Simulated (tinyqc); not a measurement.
Extended Hueckel theory, for H3O+, step by step. The parameters take no account of the charge, which enters only through the electron count. One step of it, computed by the program tinyqc.

Problem. Wolfsberg-Helmholz matrix. H_ij = K' S_ij (H_ii + H_jj)/2 for i != j (the diagonal keeps H_ii), with K' = 1.75.

overlap S, order 1O 2s, 1O 2px, 1O 2py, 1O 2pz, 2H 1s, 3H 1s, 4H 1s:
```
[[1.000000, 0.000000, 0.000000, 0.000000, 0.486301, 0.486149, 0.486149],
 [0.000000, 1.000000, 0.000000, 0.000000, 0.406974, -0.203398, -0.203398],
 [0.000000, 0.000000, 1.000000, 0.000000, 0.000000, 0.352409, -0.352409],
 [0.000000, 0.000000, 0.000000, 1.000000, -0.003097, -0.003095, -0.003095],
 [0.486301, 0.406974, 0.000000, -0.003097, 1.000000, 0.199897, 0.199897],
 [0.486149, -0.203398, 0.352409, -0.003095, 0.199897, 1.000000, 0.199776],
 [0.486149, -0.203398, -0.352409, -0.003095, 0.199897, 0.199776, 1.000000]]
```

diagonal H_ii (eV): [-32.300000, -14.800000, -14.800000, -14.800000, -13.600000, -13.600000, -13.600000]

K = 1.750000

Give: H.

Solution.

H (eV), order 1O 2s, 1O 2px, 1O 2py, 1O 2pz, 2H 1s, 3H 1s, 4H 1s:
```
[[-32.300, 0.000, 0.000, 0.000, -19.531, -19.525, -19.525],
 [0.000, -14.800, 0.000, 0.000, -10.113, 5.054, 5.054],
 [0.000, 0.000, -14.800, 0.000, 0.000, -8.757, 8.757],
 [0.000, 0.000, 0.000, -14.800, 0.077, 0.077, 0.077],
 [-19.531, -10.113, 0.000, 0.077, -13.600, -4.758, -4.758],
 [-19.525, 5.054, -8.757, 0.077, -4.758, -13.600, -4.755],
 [-19.525, 5.054, 8.757, 0.077, -4.758, -4.755, -13.600]]
```
